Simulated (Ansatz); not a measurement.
Basis-set extrapolation for `C=CC(F)(F)F` (PBE0-D4/def2-TZVP geometry, frozen core, the Gaussian-basis code of Ansatz). Multiplicity 1, RHF reference.

```
                      def2-TZVPP   def2-QZVPP
                 HF  -413.836614  -413.854417
    MP2 correlation    -1.217725    -1.321502
CCSD(T) correlation    -1.282945      not run
```

Energies in hartree. Use E(X) = E(∞) + A·exp(−7.88·√X) for Hartree–Fock and E(X) = E(∞) + B·X^(−2.97) for correlation, with X = 3 and 4, and add CCSD(T) minus MP2 of the smaller set to the MP2 limit.

**Question.** What is the CCSD(T) energy at the basis-set limit?

**Answer.** HF limit: -413.854417 + (-0.017803) × 0.13774 = -413.85687. MP2 limit: -1.321502 + (-0.103777) × 0.74074 = -1.39837. Higher-order term: -1.282945 − (-1.217725) = -0.06522. Total: -415.32046 hartree, 5.47 eV below CCSD(T)/def2-TZVPP.
